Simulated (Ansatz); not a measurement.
Ansatz (a program for electronic structure) input (B3LYP-D3(BJ)/def2-TZVP):

Ansatz 0.2 input:
```yaml
crystal:
  periodic: [false, false, false]
  atoms:
    - {symbol: C, position_ang: [1.13228689, -0.40255019, 0.03573367]}
    - {symbol: C, position_ang: [-0.06084393, 0.55816703, 0.03963237]}
    - {symbol: N, position_ang: [-1.34580162, -0.08769799, 0.01271910]}
    - {symbol: H, position_ang: [2.07177877, 0.15098225, 0.08586566]}
    - {symbol: H, position_ang: [1.08765095, -1.07374850, 0.89469680]}
    - {symbol: H, position_ang: [1.14287038, -1.00959134, -0.87255254]}
    - {symbol: H, position_ang: [0.00724559, 1.20999155, -0.84834175]}
    - {symbol: H, position_ang: [-0.01826377, 1.21828069, 0.90999372]}
    - {symbol: H, position_ang: [-1.29932838, -0.81572973, -0.71089176]}
basis:
  gaussian:
    orbitals: def2-TZVP
hamiltonian:
  xc: b3lyp
  dispersion: d3bj
magnetization: {spin_polarized: true, initial_magnetization: 1}
phonons: {temperatures: {t_min: 298.15, t_max: 298.15, t_step: 100}}
```

Output:

```
Functional definition: B3LYP
integrals: 0.03 GiB planned
779 factors; their error is unknown
mean field: 0.51 GiB planned
mean field evaluation 1: about -3653.8425 eV, gradient 4.1e1 eV
mean field evaluation 2: about -3649.4852 eV, gradient 5.0e1 eV
mean field evaluation 4: about -3661.7033 eV, gradient 1.6e0 eV
mean field evaluation 8: about -3661.7141 eV, gradient 7.8e-2 eV
mean field evaluation 16: about -3661.6953 eV, gradient 2.6e-4 eV
mean field -3661.69534967 eV, -134.5648221142 hartree, gradient 1.7e-5 eV, S^2 0.753778; 0 other end points of the search recorded, 0 dependent functions left out
the calculation of the forces begins
reference -3661.69557460 eV, -134.5648303802 hartree; 13, 12 occupied and 116, 117 virtual orbitals, 779 factors
these checks for a lower state are left out or cut short: stability, starts, cluster_reference, orbital_swaps, neighbouring_geometries, increment
integrals: 0.03 GiB planned
779 factors; their error is unknown
mean field: 0.51 GiB planned
mean field -3661.69521846 eV, -134.5648172922 hartree, gradient 2.6e-6 eV, S^2 0.753780; 0 other end points of the search recorded, 0 dependent functions left out
the calculation of the forces begins
reference -3661.69544332 eV, -134.5648255557 hartree; 13, 12 occupied and 116, 117 virtual orbitals, 779 factors
these checks for a lower state are left out or cut short: stability, starts, cluster_reference, orbital_swaps, neighbouring_geometries, increment
integrals: 0.03 GiB planned
779 factors; their error is unknown
mean field: 0.51 GiB planned
mean field evaluation 32: about -3661.6952 eV, gradient 2.1e-6 eV
mean field -3661.69518169 eV, -134.5648159410 hartree, gradient 2.2e-6 eV, S^2 0.753776; 0 other end points of the search recorded, 0 dependent functions left out
the calculation of the forces begins
reference -3661.69540669 eV, -134.5648242094 hartree; 13, 12 occupied and 116, 117 virtual orbitals, 779 factors
these checks for a lower state are left out or cut short: stability, starts, cluster_reference, orbital_swaps, neighbouring_geometries, increment
integrals: 0.03 GiB planned
779 factors; their error is unknown
mean field: 0.51 GiB planned
mean field -3661.69518875 eV, -134.5648162005 hartree, gradient 2.6e-6 eV, S^2 0.753777; 0 other end points of the search recorded, 0 dependent functions left out
the calculation of the forces begins
reference -3661.69541374 eV, -134.5648244686 hartree; 13, 12 occupied and 116, 117 virtual orbitals, 779 factors
these checks for a lower state are left out or cut short: stability, starts, cluster_reference, orbital_swaps, neighbouring_geometries, increment
integrals: 0.03 GiB planned
779 factors; their error is unknown
mean field: 0.51 GiB planned
mean field -3661.69519550 eV, -134.5648164485 hartree, gradient 2.1e-6 eV, S^2 0.753778; 0 other end points of the search recorded, 0 dependent functions left out
the calculation of the forces begins
reference -3661.69542037 eV, -134.5648247124 hartree; 13, 12 occupied and 116, 117 virtual orbitals, 779 factors
these checks for a lower state are left out or cut short: stability, starts, cluster_reference, orbital_swaps, neighbouring_geometries, increment
integrals: 0.03 GiB planned
779 factors; their error is unknown
mean field: 0.51 GiB planned
mean field -3661.69518013 eV, -134.5648158837 hartree, gradient 2.5e-6 eV, S^2 0.753776; 0 other end points of the search recorded, 0 dependent functions left out
the calculation of the forces begins
reference -3661.69540507 eV, -134.5648241501 hartree; 13, 12 occupied and 116, 117 virtual orbitals, 779 factors
these checks for a lower state are left out or cut short: stability, starts, cluster_reference, orbital_swaps, neighbouring_geometries, increment
integrals: 0.03 GiB planned
[...]
these checks for a lower state are left out or cut short: stability, starts, cluster_reference, orbital_swaps, neighbouring_geometries, increment
integrals: 0.03 GiB planned
779 factors; their error is unknown
mean field: 0.51 GiB planned
mean field -3661.69527850 eV, -134.5648194985 hartree, gradient 2.5e-6 eV, S^2 0.753772; 0 other end points of the search recorded, 0 dependent functions left out
the calculation of the forces begins
reference -3661.69550338 eV, -134.5648277629 hartree; 13, 12 occupied and 116, 117 virtual orbitals, 779 factors
these checks for a lower state are left out or cut short: stability, starts, cluster_reference, orbital_swaps, neighbouring_geometries, increment
integrals: 0.03 GiB planned
779 factors; their error is unknown
mean field: 0.51 GiB planned
mean field -3661.69528987 eV, -134.5648199164 hartree, gradient 2.5e-6 eV, S^2 0.753783; 0 other end points of the search recorded, 0 dependent functions left out
the calculation of the forces begins
reference -3661.69551484 eV, -134.5648281839 hartree; 13, 12 occupied and 116, 117 virtual orbitals, 779 factors
these checks for a lower state are left out or cut short: stability, starts, cluster_reference, orbital_swaps, neighbouring_geometries, increment
integrals: 0.03 GiB planned
779 factors; their error is unknown
mean field: 0.51 GiB planned
mean field evaluation 320: about -3661.6953 eV, gradient 2.4e-6 eV
mean field -3661.69532506 eV, -134.5648212095 hartree, gradient 2.4e-6 eV, S^2 0.753778; 0 other end points of the search recorded, 0 dependent functions left out
the calculation of the forces begins
reference -3661.69554999 eV, -134.5648294758 hartree; 13, 12 occupied and 116, 117 virtual orbitals, 779 factors
these checks for a lower state are left out or cut short: stability, starts, cluster_reference, orbital_swaps, neighbouring_geometries, increment
integrals: 0.03 GiB planned
779 factors; their error is unknown
mean field: 0.51 GiB planned
mean field -3661.69533666 eV, -134.5648216361 hartree, gradient 2.5e-6 eV, S^2 0.753778; 0 other end points of the search recorded, 0 dependent functions left out
the calculation of the forces begins
reference -3661.69556159 eV, -134.5648299019 hartree; 13, 12 occupied and 116, 117 virtual orbitals, 779 factors
these checks for a lower state are left out or cut short: stability, starts, cluster_reference, orbital_swaps, neighbouring_geometries, increment
integrals: 0.03 GiB planned
779 factors; their error is unknown
mean field: 0.51 GiB planned
mean field -3661.69531830 eV, -134.5648209612 hartree, gradient 2.6e-6 eV, S^2 0.753779; 0 other end points of the search recorded, 0 dependent functions left out
the calculation of the forces begins
reference -3661.69554329 eV, -134.5648292295 hartree; 13, 12 occupied and 116, 117 virtual orbitals, 779 factors
these checks for a lower state are left out or cut short: stability, starts, cluster_reference, orbital_swaps, neighbouring_geometries, increment
integrals: 0.03 GiB planned
779 factors; their error is unknown
mean field: 0.51 GiB planned
mean field -3661.69528977 eV, -134.5648199128 hartree, gradient 2.4e-6 eV, S^2 0.753777; 0 other end points of the search recorded, 0 dependent functions left out
the calculation of the forces begins
reference -3661.69551463 eV, -134.5648281765 hartree; 13, 12 occupied and 116, 117 virtual orbitals, 779 factors
these checks for a lower state are left out or cut short: stability, starts, cluster_reference, orbital_swaps, neighbouring_geometries, increment
integrals: 0.03 GiB planned
779 factors; their error is unknown
mean field: 0.51 GiB planned
mean field -3661.69528879 eV, -134.5648198768 hartree, gradient 2.4e-6 eV, S^2 0.753777; 0 other end points of the search recorded, 0 dependent functions left out
the calculation of the forces begins
reference -3661.69551378 eV, -134.5648281449 hartree; 13, 12 occupied and 116, 117 virtual orbitals, 779 factors
these checks for a lower state are left out or cut short: stability, starts, cluster_reference, orbital_swaps, neighbouring_geometries, increment
integrals: 0.03 GiB planned
779 factors; their error is unknown
mean field: 0.51 GiB planned
mean field evaluation 352: about -3661.6953 eV, gradient 2.5e-4 eV
mean field -3661.69527128 eV, -134.5648192334 hartree, gradient 2.5e-6 eV, S^2 0.753778; 0 other end points of the search recorded, 0 dependent functions left out
the calculation of the forces begins
reference -3661.69549615 eV, -134.5648274973 hartree; 13, 12 occupied and 116, 117 virtual orbitals, 779 factors
these checks for a lower state are left out or cut short: stability, starts, cluster_reference, orbital_swaps, neighbouring_geometries, increment
integrals: 0.03 GiB planned
779 factors; their error is unknown
mean field: 0.51 GiB planned
mean field -3661.69531357 eV, -134.5648207876 hartree, gradient 2.6e-6 eV, S^2 0.753778; 0 other end points of the search recorded, 0 dependent functions left out
the calculation of the forces begins
reference -3661.69553848 eV, -134.5648290526 hartree; 13, 12 occupied and 116, 117 virtual orbitals, 779 factors
these checks for a lower state are left out or cut short: stability, starts, cluster_reference, orbital_swaps, neighbouring_geometries, increment
integrals: 0.03 GiB planned
779 factors; their error is unknown
mean field: 0.51 GiB planned
mean field -3661.69535742 eV, -134.5648223990 hartree, gradient 2.2e-6 eV, S^2 0.753777; 0 other end points of the search recorded, 0 dependent functions left out
the calculation of the forces begins
reference -3661.69558238 eV, -134.5648306659 hartree; 13, 12 occupied and 116, 117 virtual orbitals, 779 factors
these checks for a lower state are left out or cut short: stability, starts, cluster_reference, orbital_swaps, neighbouring_geometries, increment
integrals: 0.03 GiB planned
779 factors; their error is unknown
mean field: 0.51 GiB planned
mean field -3661.69527932 eV, -134.5648195287 hartree, gradient 2.2e-6 eV, S^2 0.753773; 0 other end points of the search recorded, 0 dependent functions left out
the calculation of the forces begins
reference -3661.69550419 eV, -134.5648277928 hartree; 13, 12 occupied and 116, 117 virtual orbitals, 779 factors
these checks for a lower state are left out or cut short: stability, starts, cluster_reference, orbital_swaps, neighbouring_geometries, increment
integrals: 0.03 GiB planned
779 factors; their error is unknown
mean field: 0.51 GiB planned
mean field -3661.69529271 eV, -134.5648200207 hartree, gradient 2.7e-6 eV, S^2 0.753783; 0 other end points of the search recorded, 0 dependent functions left out
the calculation of the forces begins
reference -3661.69551769 eV, -134.5648282886 hartree; 13, 12 occupied and 116, 117 virtual orbitals, 779 factors
these checks for a lower state are left out or cut short: stability, starts, cluster_reference, orbital_swaps, neighbouring_geometries, increment
integrals: 0.03 GiB planned
779 factors; their error is unknown
mean field: 0.51 GiB planned
mean field evaluation 384: about -3661.7151 eV, gradient 3.5e-1 eV
mean field -3661.69528187 eV, -134.5648196226 hartree, gradient 2.7e-6 eV, S^2 0.753774; 0 other end points of the search recorded, 0 dependent functions left out
the calculation of the forces begins
reference -3661.69550676 eV, -134.5648278871 hartree; 13, 12 occupied and 116, 117 virtual orbitals, 779 factors
these checks for a lower state are left out or cut short: stability, starts, cluster_reference, orbital_swaps, neighbouring_geometries, increment
integrals: 0.03 GiB planned
779 factors; their error is unknown
mean field: 0.51 GiB planned
mean field -3661.69529681 eV, -134.5648201714 hartree, gradient 2.1e-6 eV, S^2 0.753782; 0 other end points of the search recorded, 0 dependent functions left out
the calculation of the forces begins
reference -3661.69552178 eV, -134.5648284389 hartree; 13, 12 occupied and 116, 117 virtual orbitals, 779 factors
Total energy: -3661.90849312 eV, -134.5726549913 hartree
Atom 0 at     1.132287    -0.402550     0.035734 Å, force    -0.000335     0.000729    -0.000081 eV/Å
Atom 1 at    -0.060844     0.558167     0.039632 Å, force    -0.000397    -0.000403    -0.001605 eV/Å
Atom 2 at    -1.345802    -0.087698     0.012719 Å, force     0.000220    -0.000359     0.000993 eV/Å
Atom 3 at     2.071779     0.150982     0.085866 Å, force     0.000330     0.000031     0.000048 eV/Å
Atom 4 at     1.087651    -1.073748     0.894697 Å, force    -0.000154    -0.000183    -0.000102 eV/Å
Atom 5 at     1.142870    -1.009591    -0.872553 Å, force    -0.000292    -0.000002     0.000449 eV/Å
Atom 6 at     0.007246     1.209992    -0.848342 Å, force     0.000701     0.000253     0.000303 eV/Å
Atom 7 at    -0.018264     1.218281     0.909994 Å, force    -0.000491    -0.000757    -0.000311 eV/Å
Atom 8 at    -1.299328    -0.815730    -0.710892 Å, force     0.000419     0.000691     0.000306 eV/Å
Dipole moment:     0.370872    -0.043727    -0.201950 e Å
Vibrations: 210.23 247.58 410.88 786.05 888.34 1025.44 1026.84 1076.80 1240.44 1305.32 1392.97 1404.38 1470.82 1491.30 1501.46 2924.41 3029.51 3043.35 3094.43 3102.41 3352.68 cm⁻¹, zero-point energy 2.109322 eV
```

It need not be the lowest isomer of its formula.
